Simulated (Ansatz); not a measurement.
An Ansatz input:

```yaml
crystal:
  lattice:
    - [0.0, 1.7881324404, 1.7881324404]
    - [1.7881324404, 0.0, 1.7881324404]
    - [1.7881324404, 1.7881324404, 0.0]
  atoms:
    - { symbol: Cu, position: [0.0, 0.0, 0.0] }
hamiltonian:
  xc: r2scan
  pseudopotentials:
    kind: paw
    azcp:
      Cu: "pseudopotentials/Cu.paw.azcp"
basis:
  ecutwfc: 500
  fft_grid_basis: typed
kpoints:
  mp_grid: { grid: [25, 25, 25], shift: [0, 0, 0] }
magnetization:
  spin_polarized: false
scf:
  occupations: { method: fermi_dirac, width: 0.1 }
```

Terminal output

```
Engine: ansatz 0.2.0, x86_64-unknown-linux-gnu
Pseudopotentials: kind: paw
Pseudopotential: Cu, paw, valence charge 19, recommended cutoff 500 eV (meta_gga) 
Functional definition: r2SCAN
  parameter k0 = 0.174
  parameter k1 = 0.065
  parameter a1 = 4.9479
  exchange = r2scan_x(k0 = k0, k1 = k1, a1 = a1)
  correlation = r2scan_c
Crystal: 1 atoms, lattice volume = 11.435 Å³
Basis set: ecut = 500 eV, 283 PW (Γ), exchange–correlation on 80×80×80 points (64 copies of the dense FFT grid, shifted against one another)
Bands: 14, of which v1, the nominal top of the filled ones, is band 10 counted from 1 (9 counted from 0)
Symmetry: 48 space group operations
Space group: Fm-3m (ITA 225), of the structure as read, at distance tolerance 2.3e-5 Å
k-points: 455 of 15625
Non-local potential: Cu, projectors of the file, l = 0: 3, l = 1: 2, l = 2: 3, l = 3: 1
PAW form: soft (Blöchl's): semilocal exchange-correlation on the pseudo side does not see the compensation charge
PAW frozen core: Cu, regenerated for the run's functional (the file was generated under x = pbe(κ = 0.804, μ = 0.2195149727645171), c = pbe(β = 0.06672455060314922))
PAW one-centre angular grid: Cu, 590 points (default); XC on 160 Gauss nodes
Initial density: superposition of atomic densities (neutral atoms: chi_scale 0, normalization atom), corrected by the library's trained network
Initial wavefunctions: pseudopotential atomic-orbital guess
Functional: x = r2scan, c = r2scan; τ floored in thin density (d = 2e-4 eV/Å³)
SCF iter   1: F=—  HF=-6631.260160 eV  |F-HF|=—  |Δ(HF+E_count)|=         —  Δρ=4.00e-2  dr2=9.99e-2  dr2_τ=7.51e-4  ethr=1.77e-3  ⟨swp⟩=5.1  Hψ=31704  notcnv=0
SCF iter   2: F=—  HF=-6631.271203 eV  |F-HF|=—  |Δ(HF+E_count)|=   1.10e-2  Δρ=3.88e-2  dr2=9.22e-2  dr2_τ=1.07e-3  ethr=5.26e-4  ⟨swp⟩=2.7  Hψ=14890  notcnv=0  defer=69
SCF iter   3: F=—  HF=-6631.242195 eV  |F-HF|=—  |Δ(HF+E_count)|=   2.90e-2  Δρ=4.60e-3  dr2=1.38e-3  dr2_τ=9.48e-6  ethr=4.85e-4  ⟨swp⟩=2.1  Hψ=10909  notcnv=0  defer=69
SCF iter   4: F=—  HF=-6631.242120 eV  |F-HF|=—  |Δ(HF+E_count)|=   7.51e-5  Δρ=3.74e-4  dr2=1.37e-5  dr2_τ=6.27e-7  ethr=7.28e-6  ⟨swp⟩=1.3  Hψ=7929  notcnv=0  defer=69
SCF iter   5: F=—  HF=-6631.242127 eV  |F-HF|=—  |Δ(HF+E_count)|=   6.49e-6  Δρ=1.50e-4  dr2=1.33e-6  dr2_τ=2.47e-8  ethr=7.19e-8  ⟨swp⟩=2.3  Hψ=8573  notcnv=0  defer=69
SCF iter   6: F=—  HF=-6631.242129 eV  |F-HF|=—  |Δ(HF+E_count)|=   2.94e-6  Δρ=4.34e-5  dr2=1.33e-7  dr2_τ=1.19e-9  ethr=6.99e-9  ⟨swp⟩=2.0  Hψ=8884  notcnv=0  defer=69
SCF iter   7: F=-6631.242129 eV  HF=-6631.242129 eV  |F-HF|=8.73e-11  |Δ(HF+E_count)|=   2.67e-8  Δρ=1.23e-6  dr2=5.28e-11  dr2_τ=6.65e-12  ethr=5.26e-10  ⟨swp⟩=2.6  Hψ=13261  notcnv=0
SCF 1 converged in 7 iterations: F = -6631.242129 eV  dr2 = 5.28e-11
SCF converged after 7 iterations
Free energy (F): -6631.242129 eV
Harris-Foulkes:  -6631.242129 eV  (|F-HF|=8.73e-11)
Internal energy: -6631.232036 eV  (E = F + TS)
E sigma→0 (E₀):  -6631.237083 eV
Entropy (-TS):   -0.010093 eV (-10.093 meV/atom)
Fermi energy:    17.288600 eV
--- Per-component energies (eV) ---
  E_band       = -374.686180
  E_kinetic    = 300.021743
  E_local      = -4001.071147  (includes V_loc(G=0)·N_el)
  E_nonlocal   = 395.297335
  E_hartree    = 1768.971512
  E_xc         = -83.943841
  E_vxc        = -124.891429  (∫ρ·V_xc dr)
  E_paw        = -1678.048551  (= ΣΔE_a)
  E_vpaw       = -490.979350  (= ΣTr[D̂ρ^β])
  E_aug_tail   = 0.000154  (compensation charges beyond the density's cutoff)
  E_vtau       = 8.993080  (kinetic-family band-sum trace: ∫τ·v_τ [+ j·A + Jᵃ·Aᵃ] dr)
  E_ewald      = -3332.158134
  E_core_change = -0.301108  (= ΣΔE_core)
  E_smearing   = -0.010093  (= −TS)
  E_closure    = -0.000000  (closes the sum)
  Σ components = -6631.242129   (vs F -6631.242129, Δ=0.00e0)
```
